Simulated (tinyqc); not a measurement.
Inside a calculation. Method: Pariser-Parr-Pople SCF with singles CI, for the molecule C=CC=C (SMILES; centres numbered as the heavy atoms are written). Computed by tinyqc, a small Python program that keeps every step. Settings: charge = 0, gamma = MN, start = huckel, damping = 0.5, iteration cap = 61, excitations kept = 4. Command: `OMP_NUM_THREADS=1 python tinyqc.py 25859 25860 out.jsonl` (the two numbers bound the seeds that draw the settings). One thread of a shared host (Intel(R) Xeon(R) Processor @ 2.60GHz), about 0.01 s of CPU time with the checks. Later iterations appear only in the table of the cycle.

## PPP integrals

Centres (angstrom, eV; a flat drawing with bonds scaled to 1.40 angstrom):
```
centre        x        y  core charge z        W  gamma_rr
1C      -1.8480  -0.1270              1  10.3000   10.0000
2C      -0.5590   0.4210              1  10.3000   10.0000
3C       0.5590  -0.4210              1  10.3000   10.0000
4C       1.8480   0.1270              1  10.3000   10.0000
```

Resonance integrals (eV):
```
i  j     beta
1  2  -2.1100
2  3  -2.1100
3  4  -2.1100
```

Mataga-Nishimoto: gamma = 14.399645/(R + a), a = 2 x 14.399645/(gamma_rr + gamma_ss); H_rr = -W_r - sum_(s != r) z_s gamma_rs; H_rs = beta for bonds.

repulsion gamma_rs (eV), order 1C, 2C, 3C, 4C:
```
[[10.0000, 5.0692, 3.7258, 2.7989],
 [5.0692, 10.0000, 5.0711, 3.7258],
 [3.7258, 5.0711, 10.0000, 5.0692],
 [2.7989, 3.7258, 5.0692, 10.0000]]
```

core matrix H (eV), order 1C, 2C, 3C, 4C:
```
[[-21.8939, -2.1100, 0.0000, 0.0000],
 [-2.1100, -24.1661, -2.1100, 0.0000],
 [0.0000, -2.1100, -24.1661, -2.1100],
 [0.0000, 0.0000, -2.1100, -21.8939]]
```

## Starting guess

pi electrons, sum of z_r less the charge = 4

Orbitals of the Hueckel matrix of the beta values.

P at the start, order 1C, 2C, 3C, 4C:
```
[[1.0000, 0.8944, 0.0000, -0.4472],
 [0.8944, 1.0000, 0.4472, 0.0000],
 [0.0000, 0.4472, 1.0000, 0.8944],
 [-0.4472, 0.0000, 0.8944, 1.0000]]
```

## Iteration 1: Fock matrix

F_rr = H_rr + P_rr gamma_rr / 2 + sum_(s != r) P_ss gamma_rs; F_rs = H_rs - P_rs gamma_rs / 2; E = tr P (H + F) / 2 + core repulsion sum_(r<s) z_r z_s gamma_rs.

F (eV), order 1C, 2C, 3C, 4C:
```
[[-5.3000, -4.3770, 0.0000, 0.6259],
 [-4.3770, -5.3000, -3.2439, 0.0000],
 [0.0000, -3.2439, -5.3000, -4.3770],
 [0.6259, 0.0000, -4.3770, -5.3000]]
```

pi energy = -45.4786 eV

## Iteration 1: orbitals and new P

Diagonalise F (the basis is taken as orthonormal) and form P = 2 sum c c over the lowest orbitals; 0.5 of the old P is kept.

orbital energies (eV): [-11.3946, -8.7766, -1.8234, 0.7946]

P after iteration 1, order 1C, 2C, 3C, 4C:
```
[[1.0000, 0.9045, 0.0000, -0.4258],
 [0.9045, 1.0000, 0.4258, 0.0000],
 [0.0000, 0.4258, 1.0000, 0.9045],
 [-0.4258, 0.0000, 0.9045, 1.0000]]
```

## Iteration 2: Fock matrix

As before.

F (eV), order 1C, 2C, 3C, 4C:
```
[[-5.3000, -4.4026, 0.0000, 0.5958],
 [-4.4026, -5.3000, -3.1895, 0.0000],
 [0.0000, -3.1895, -5.3000, -4.4026],
 [0.5958, 0.0000, -4.4026, -5.3000]]
```

pi energy = -45.4917 eV

## Iteration 2: orbitals and new P

As before.

orbital energies (eV): [-11.3891, -8.7954, -1.8046, 0.7891]

P after iteration 2, order 1C, 2C, 3C, 4C:
```
[[1.0000, 0.9116, 0.0000, -0.4104],
 [0.9116, 1.0000, 0.4104, 0.0000],
 [0.0000, 0.4104, 1.0000, 0.9116],
 [-0.4104, 0.0000, 0.9116, 1.0000]]
```

## Convergence

Stop when output and input P, before any damping, agree to 1e-7.

Course of the cycle:
```
iteration      E (eV)  largest |P(out) - P(in)|
1          -45.478566                  4.29e-02
2          -45.491651                  3.08e-02
3          -45.501046                  2.21e-02
4          -45.507199                  1.58e-02
5          -45.511016                  1.13e-02
6          -45.513302                  8.12e-03
7          -45.514637                  5.80e-03
8          -45.515402                  4.15e-03
9          -45.515834                  2.96e-03
10         -45.516076                  2.11e-03
11         -45.516209                  1.51e-03
...               ...                       ...
30         -45.516369                  2.43e-06
31         -45.516369                  1.73e-06
32         -45.516369                  1.23e-06
33         -45.516369                  8.80e-07
34         -45.516369                  6.27e-07
35         -45.516369                  4.47e-07
36         -45.516369                  3.19e-07
37         -45.516369                  2.27e-07
38         -45.516369                  1.62e-07
39         -45.516369                  1.15e-07
40         -45.516369                  8.23e-08
```

Converged in 40 iterations.

## Converged orbitals

Charges are z - P_rr.

orbital energies (eV): [-11.3733, -8.8412, -1.7588, 0.7733]

coefficients, order 1C, 2C, 3C, 4C:
```
[[0.3964, 0.5856, 0.5856, -0.3964],
 [0.5856, 0.3964, -0.3964, 0.5856],
 [0.5856, -0.3964, -0.3964, -0.5856],
 [0.3964, -0.5856, 0.5856, 0.3964]]
```

pi charges: [0.0000, 0.0000, 0.0000, 0.0000]

## Singles CI, singlets

Over the 4 single excitations with the smallest orbital gaps: A = (e_a - e_i) delta + 2 (ia|jb) - (ij|ab), with (pq|rs) = sum c_mp c_mq gamma_mn c_nr c_ns. f = 2/3 w |mu|^2 in atomic units, mu = sqrt2 sum c_ia sum_m c_mi c_ma R_m.

singlet CI matrix (eV), order 2>3, 1>3, 2>4, 1>4:
```
[[4.7277, 0.0000, 0.0000, -0.2531],
 [0.0000, 6.3247, -0.6188, 0.0000],
 [0.0000, -0.6188, 6.3247, 0.0000],
 [-0.2531, 0.0000, 0.0000, 8.5257]]
```

singlet excitation energies (eV): [4.7110, 5.7058, 6.9435, 8.5425]

oscillator strengths: [0.9867, 0.0000, 0.0000, 0.2836]

## Singles CI, triplets

Over the 4 single excitations with the smallest orbital gaps: A = (e_a - e_i) delta - (ij|ab), with (pq|rs) = sum c_mp c_mq gamma_mn c_nr c_ns.

triplet CI matrix (eV), order 2>3, 1>3, 2>4, 1>4:
```
[[1.4336, 0.0000, 0.0000, 1.5965],
 [0.0000, 4.1094, 1.5965, 0.0000],
 [0.0000, 1.5965, 4.1094, 0.0000],
 [1.5965, 0.0000, 0.0000, 6.0757]]
```

triplet excitation energies (eV): [0.9376, 2.5129, 5.7058, 6.5717]
